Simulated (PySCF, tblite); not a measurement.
# C₂H₅FO, a complex of two parts: NMR shifts, interaction energy, infrared bands, spin-spin couplings and core binding energies

The task here is to estimate one member of a computed series from the others.

Computed with tblite 0.8.0 and PySCF 2.14.0; each step states its level. No surroundings beyond the atoms listed, unless a continuum is named. Atoms count from 0, parts from 1.

## The system as given

9 atoms, charge 0, multiplicity 1; geometry: rigid parts in contact. Parts: 1 = atoms 0–4, `CF`, charge 0; 2 = atoms 5–8, `C=O`, charge 0.

The first run:

What the job is given:

```
{"job": {"kind": "dock", "xc": "GFN2-xTB", "basis": "xTB"}, "charge": 0, "multiplicity": 1, "parts": [{"atoms": "0-4", "charge": 0, "multiplicity": 1}, {"atoms": "5-8", "charge": 0, "multiplicity": 1}]}
C     -0.067674     0.013261    -0.011430
F      1.253499    -0.243585     0.211255
H     -0.559510     0.118918     0.956286
H     -0.485971    -0.825352    -0.569419
H     -0.140344     0.936759    -0.586693
C      2.634270    -2.274185    -0.756890
O      1.971674    -3.046924    -1.377373
H      3.399678    -1.632464    -1.225350
H      2.533442    -2.140750     0.333493
```

Method: GFN2-xTB search for minima from random contacts, gas phase.

Run with:

```
OMP_NUM_THREADS=1 python cluster_run.py task.json out
```

This one command runs all jobs of the session in turn.

Steps of the session up to this table: Bringing the parts together with GFN2-xTB; Optimising the geometry at PBE0-D3(BJ)/def2-TZVPD; Nuclear shieldings: PBE0/pcSseg-2; Coupled-cluster interaction energy: CCSD(T) and MP2.

One table of the session follows, with a row left open; its other results are not shown here.

It belongs to the step «Coupled-cluster interaction energy: CCSD(T) and MP2». 

```
                 method  interaction energy (kcal/mol)
         HF/aug-cc-pVDZ                          -1.61
        MP2/aug-cc-pVDZ                          -2.57
       CCSD/aug-cc-pVDZ                          -2.37
    CCSD(T)/aug-cc-pVDZ                              ?
         HF/aug-cc-pVQZ                          -1.55
        MP2/aug-cc-pVQZ                          -2.95
    SCS-MP2/aug-cc-pVQZ                          -2.47
      MP2, extrapolated                          -3.04
CCSD(T), limit estimate                          -3.03
```

Q: Estimate the row for CCSD(T)/aug-cc-pVDZ from the others.

The run gave: interaction energy (kcal/mol): -2.56. In the column «interaction energy (kcal/mol)» it lies between MP2/aug-cc-pVDZ (-2.57) and SCS-MP2/aug-cc-pVQZ (-2.47).
